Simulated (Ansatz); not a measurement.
# Be2H2 (triplet): from Hartree-Fock to the top rungs, cc-pVDZ

Aim: climb from Hartree-Fock through coupled cluster for Be2H2 (triplet) at one geometry and basis, and see what each rung misses.

Computed with Ansatz 0.2.0, Gaussian basis. Level: cc-pVDZ, core rule «outside noble gas», up to 2 orbitals frozen.

The runs, in order: UHF; CCSD(T) on ROHF; CCSD(T) on UHF; BCCD(T) on ROHF; CISD as a restricted active space (open shells left free, so some higher excitations enter); CCSDT(Q) on ROHF; CCSDT(Q) on UHF; Full CI.

14 further runs of the same task are left out: 4 for a known fault of the program, 2 that didn't finish, 8 set aside as unsound or not needed. Runs told in other sessions of the task aren't counted.

### Step 1. What is computed

The geometry is a PBE0/def2-TZVP stationary point (not a proven minimum) of the parent state, kept for this charge and spin.

4 atoms, charge 0, spin multiplicity 3.

Atoms are counted from 1 here; the program's logs count them from 0.

Bond lengths: Be1–H3 1.348 Å, Be2–H4 1.348 Å.

### Step 2. UHF

Contents of in.yaml:

```yaml
crystal:
  periodic: [false, false, false]
  atoms:
    - {symbol: Be, position_ang: [0.000000, 0.000000, 1.052730]}
    - {symbol: Be, position_ang: [0.000000, 0.000000, -1.052730]}
    - {symbol: H, position_ang: [0.000000, 0.000000, 2.400248]}
    - {symbol: H, position_ang: [0.000000, 0.000000, -2.400248]}
basis:
  gaussian: {orbitals: cc-pVDZ}
magnetization: {spin_polarized: true, initial_magnetization: 2}
hamiltonian: {xc: hf}
output: {orbitals: {seedname: orbitals}}
```

Run with:

```
$ ansatz run in.yaml --threads 1 --pin off --events-out ev --progress --plain --max-ram 2393MiB
```

Further steps of the session: CCSD(T) on ROHF; CCSD(T) on UHF; BCCD(T) on ROHF; CISD as a restricted active space (open shells left free, so some higher excitations enter); CCSDT(Q) on ROHF; CCSDT(Q) on UHF; Full CI.

**Question.** What will the summary of the whole plan be? Wanted: FCI from the RHF energy; RMP2 from FCI; UMP2 from FCI; RCCSD from FCI; RCCSD(T) from FCI; UCCSD(T) from FCI; RCCSDT(Q) from FCI; UCCSDT(Q) from FCI; T1 diagnostic.

**Answer**, as computed:

| quantity | value |
| --- | --- |
| FCI from the ROHF energy | -2.4089 eV |
| RMP2 from FCI | +692.0 meV |
| UMP2 from FCI | +689.1 meV |
| RCCSD from FCI | +55.6 meV |
| RCCSD(T) from FCI | +19.1 meV |
| UCCSD(T) from FCI | +18.9 meV |
| RCCSDT(Q) from FCI | +0.1 meV |
| UCCSDT(Q) from FCI | -0.2 meV |
| levels within 1 kcal/mol (43 meV) | RCCSD(T), UCCSD(T), BCCD(T), RCCSDT, UCCSDT, RCCSDT(Q), UCCSDT(Q) |
| T1 diagnostic | 0.027 |
| effectively unpaired electrons | 2.03 |

**Reading.** RCCSD(T) misses by +19.1 meV, 0.8 % of the correlation energy. One determinant dominates. These misses are within one basis, not against nature; the frozen cores of restricted and unrestricted runs differ, which can shift their rows.

Levels on UHF freeze UHF's core orbitals, full CI those of ROHF, so the U rows can settle a little off it for that reason alone.

With open shells the CI space here admits some higher excitations, so it is larger than plain CISD.
